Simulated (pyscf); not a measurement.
Structures and frequencies: ωB97X-D3(BJ)/def2-SVP in PySCF.

Problem. `[F][SnH3]` + `[BH2][OH]` -> `[BH2][O][SnH3]` + `[FH]`
Surface: singlet. Broken: F–Sn, H–O. Formed: O–Sn, F–H. Give ΔE‡ and ΔE from ωB97M-D3(BJ)/def2-TZVP, relative to the separated reactants.

Solution. ΔE‡ = 0.49 eV, ΔE = +0.41 eV. Zero-point energy shifts the barrier by -0.05 eV. It is a four-centre exchange, with an imaginary mode of 482i cm⁻¹. On the reactant side the descent ends in a complex, 0.31 eV under the separated species and 0.74 eV under the saddle at ωB97X-D3(BJ)/def2-TZVP. On the product side the descent ends in a bound adduct, 0.44 eV under the separated species and 0.51 eV under the saddle at ωB97X-D3(BJ)/def2-TZVP. One saddle was located; it need not be the lowest between these sides. Elements past Kr carry the def2 core potentials, without spin-orbit coupling.
